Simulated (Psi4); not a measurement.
# singlet [SiH3]+ at 6 levels

We compute a comparison of 6 runs (B3LYP/cc-pVTZ, M06-L/cc-pVTZ, PBE0/cc-pVTZ, TPSS/cc-pVTZ, r2SCAN/cc-pVTZ, CCSD(T)/cc-pVTZ) of singlet [SiH3]+. 

The results are computed with Psi4 1.11.

2 further runs of the same task are left out: 2 set aside as unsound or not needed.

## (1) Starting point

[SiH3]+ has 4 atoms, charge +1, and is taken as a singlet. SMILES of the parent species: `[SiH3]`. Geometry: relaxed at PBE0-D4/def2-TZVP. That shape belongs to the parent species and isn't relaxed for this state.

Bond lengths: Si1–H2 1.486 Å, Si1–H3 1.486 Å, Si1–H4 1.486 Å. Angles: H2–Si1–H3 111.2°, H2–Si1–H4 111.2°, H3–Si1–H4 111.2°.

## (2) Energy and gradient at B3LYP/cc-pVTZ (run 1)

h3si.inp reads:

```
memory 2200 mb

molecule system {
  1 1
  Si     0.293780    -0.026900    -0.164030
  H      0.559150     0.665300     1.123900
  H     -0.224040    -1.401650     0.060130
  H     -0.628890     0.763250    -1.019990
  symmetry c1
}

set globals {
  basis cc-pVTZ
  puream true
  e_convergence 1e-09
  d_convergence 1e-08
  scf_type pk
  dft_radial_points 99
  dft_spherical_points 590
}

e_tot, wfn = gradient('b3lyp', return_wfn=True)
oeprop(wfn, 'LOWDIN_CHARGES', 'QUADRUPOLE', 'WIBERG_LOWDIN_INDICES')
print_variables()
```

Launch:

```
$ psi4 -n 1 h3si.inp h3si.out
```

h3si.out:

```text
[...]
  Running in c1 symmetry.
[...]
  Nuclear repulsion =   15.603296005737015
[...]
  Multiplicity = 1
[...]
  Nalpha       = 8
  Nbeta        = 8
[...]
    Number of basis functions: 76
[...]
   @RKS iter   1:  -290.92006236724484   -1.75090e-02   2.55433e-03 ADIIS/DIIS
[...]
   @RKS iter   8:  -290.93801896970814   -1.16529e-11   3.90416e-09 DIIS
[...]
    Orbital Energies [Eh]
    ---------------------
    Doubly Occupied:
       1A    -66.486894     2A     -5.625734     3A     -3.991427
       4A     -3.979733     5A     -3.979733     6A     -0.818685
       7A     -0.630849     8A     -0.630848
[...]
  @RKS Final Energy:  -290.93801896970814
   => Energetics <=
    Nuclear Repulsion Energy =             15.6032960057370147
    One-Electron Energy =                -428.3175679880766893
    Two-Electron Energy =                 139.2759666275849781
    DFT Exchange-Correlation Energy =     -17.4997136149534604
    Empirical Dispersion Energy =           0.0000000000000000
    VV10 Nonlocal Energy =                  0.0000000000000000
    Total Energy =                       -290.9380189697081391
[...]
  -Total Gradient:
     Atom            X                  Y                   Z
    ------   -----------------  -----------------  -----------------
       1        0.054671078001    -0.005006230596    -0.030526026567
       2       -0.020005184352    -0.000110790694     0.007276577753
       3       -0.017881567701     0.005492889170     0.010160804782
       4       -0.016784275106    -0.000375820869     0.013088587443
[...]
```

Run time: 23 s. Hardware: 1 thread of Intel Xeon at 2.50GHz (Skylake/Cascade Lake), shared host; peak memory 0.94 GiB.

## (3) A single-point energy at M06-L/cc-pVTZ (run 2)

h3si.py reads:

```python
import psi4

psi4.set_memory('2200 MB')
psi4.set_num_threads(1)
psi4.set_output_file('h3si.out', False)

m = psi4.geometry("""
1 1
Si     0.55516374    -0.05083363    -0.30997178
H      1.05664036     1.25723479     2.12386319
H     -0.42337424    -2.64873462     0.11362923
H     -1.18842986     1.44233346    -1.92750175
units bohr
symmetry c1
""")

psi4.set_options(dict(puream=True, e_convergence=1e-09, d_convergence=1e-08, scf_type='pk', dft_radial_points=99, dft_spherical_points=590))

e_tot = psi4.energy("m06-l/cc-pVTZ")
print('E =', round(e_tot, 9))
```

Launch:

```
$ python h3si.py
```

h3si.out:

```text
[...]
  Running in c1 symmetry.
[...]
  Nuclear repulsion =   15.603296027937279
[...]
  Multiplicity = 1
[...]
  Nalpha       = 8
  Nbeta        = 8
[...]
    Number of basis functions: 76
[...]
   @RKS iter   1:  -290.89757700722282   -1.10882e-02   2.57051e-03 ADIIS/DIIS
[...]
   @RKS iter   9:  -290.91562239471403   -2.01226e-11   4.36907e-09 DIIS
[...]
    Orbital Energies [Eh]
    ---------------------
    Doubly Occupied:
       1A    -66.188546     2A     -5.590953     3A     -3.909299
       4A     -3.895125     5A     -3.895125     6A     -0.781951
       7A     -0.599679     8A     -0.599677
[...]
  @RKS Final Energy:  -290.91562239471403
   => Energetics <=
    Nuclear Repulsion Energy =             15.6032960279372794
    One-Electron Energy =                -428.3610515704758086
    Two-Electron Energy =                 143.5675519506088449
    DFT Exchange-Correlation Energy =     -21.7254188027843469
    Empirical Dispersion Energy =           0.0000000000000000
    VV10 Nonlocal Energy =                  0.0000000000000000
    Total Energy =                       -290.9156223947140347
[...]
 Multipole Moments:
 ------------------------------------------------------------------------------------
     Multipole            Electronic (a.u.)      Nuclear  (a.u.)        Total (a.u.)
 ------------------------------------------------------------------------------------
 L = 1.  Multiply by 2.5417464519 to convert [e a0] to [Debye]
 Dipole X            :          1.3100543           -0.9933632            0.3166911
 Dipole Y            :         -0.1199313            0.0909574           -0.0289739
 Dipole Z            :         -0.7314628            0.5546458           -0.1768170
 Magnitude           :                                                    0.3638640
[...]
```

The script printed:

```text
E = -290.915622395
```

It took 26 s on 1 thread of Intel Xeon at 2.50GHz (Skylake/Cascade Lake), shared host; peak memory 1.6 GiB.

Runs 3 to 5 aren't shown in full; the table further down has their settings and results.

## (4) The energy at CCSD(T)/cc-pVTZ (run 6)

h3si.in reads:

```
memory 2200 mb

molecule {
  1 1
  Si
  H 1 1.486044
  H 1 1.486043 2 111.24813
  H 1 1.486043 3 111.24925 2 -124.63993
  symmetry c1
  no_reorient
  no_com
}

set {
  basis cc-pVTZ
  puream true
  e_convergence 1e-09
  d_convergence 1e-08
  scf_type pk
  num_frozen_docc 5
}

energy_value, wavefunction = energy("ccsd(t)", return_wfn=True)
```

Launch:

```
$ psi4 -i h3si.in -o h3si.out -n 1
```

h3si.out:

```text
[...]
  Running in c1 symmetry.
[...]
  Nuclear repulsion =   15.603294462605398
[...]
  Multiplicity = 1
[...]
  Nalpha       = 8
  Nbeta        = 8
[...]
    Number of basis functions: 76
[...]
   @RHF iter   1:  -290.29180128469653   -1.84987e-01   2.46545e-03 DIIS/ADIIS
[...]
   @RHF iter   9:  -290.33036540740881   -1.98952e-12   1.94760e-09 DIIS
[...]
    Orbital Energies [Eh]
    ---------------------
    Doubly Occupied:
       1A    -69.127066     2A     -6.470228     3A     -4.575928
       4A     -4.573208     5A     -4.573208     6A     -0.982663
       7A     -0.758313     8A     -0.758311
[...]
  @RHF Final Energy:  -290.33036540740881
   => Energetics <=
    Nuclear Repulsion Energy =             15.6032944626053975
    One-Electron Energy =                -428.2294715470472966
    Two-Electron Energy =                 122.2958116770330719
    Total Energy =                       -290.3303654074088627
[...]
 Multipole Moments:
 ------------------------------------------------------------------------------------
     Multipole            Electronic (a.u.)      Nuclear  (a.u.)        Total (a.u.)
 ------------------------------------------------------------------------------------
 L = 1.  Multiply by 2.5417464519 to convert [e a0] to [Debye]
 Dipole X            :         -1.3299050            0.9632563           -0.3666488
 Dipole Y            :         -0.6976211            0.5052899           -0.1923313
 Dipole Z            :         -0.4772607            0.3456811           -0.1315796
 Magnitude           :                                                    0.4344374
[...]
      * MP2 total energy                      = -290.435658024720794
[...]
      * CCSD total energy                     = -290.460960297422787
[...]
      * CCSD(T) total energy                  = -290.463452161328689
[...]
```

It took 22 s on 1 thread of Intel Xeon at 2.50GHz (Skylake/Cascade Lake), shared host; peak memory 0.51 GiB.

## (5) Overview of the runs

```csv
run,level,task,frozen core orbitals,energy (Eh),HOMO energy (eV),LUMO energy (eV),HOMO–LUMO gap (eV),wall time
1,B3LYP/cc-pVTZ,gradient,0,-290.938019,-17.17,-11.56,5.60,23 s
2,M06-L/cc-pVTZ,energy,0,-290.915622,-16.32,-11.97,4.35,26 s
3,PBE0/cc-pVTZ,gradient,0,-290.783013,-17.36,-11.25,6.11,25 s
4,TPSS/cc-pVTZ,gradient,0,-290.942344,-16.30,-12.05,4.24,46 s
5,r2SCAN/cc-pVTZ,energy,0,-290.877339,-16.36,-11.95,4.41,26 s
6,CCSD(T)/cc-pVTZ,energy,5,-290.463452,-20.63,-7.71,12.93,22 s
```

## (6) What came out

```
                                          quantity          value
                               run 6: total energy  -290.46345 Eh
        run 6: HOMO energy (Hartree–Fock orbitals)      -20.63 eV
        run 6: LUMO energy (Hartree–Fock orbitals)       -7.71 eV
      run 6: HOMO–LUMO gap (Hartree–Fock orbitals)       12.93 eV
run 6: correlation energy (5 core orbitals frozen)     -133.1 mEh
                             run 6: (T) correction      -2.49 mEh
                              run 6: T1 diagnostic          0.011
```

What this shows: Over runs 1, 2, 3, 4, 5 the HOMO–LUMO gap runs from 4.24 eV (TPSS/cc-pVTZ) to 6.11 eV (PBE0/cc-pVTZ). Totals of different functionals can't be ranked against each other. All runs together took 2.8 min, the longest 46 s.
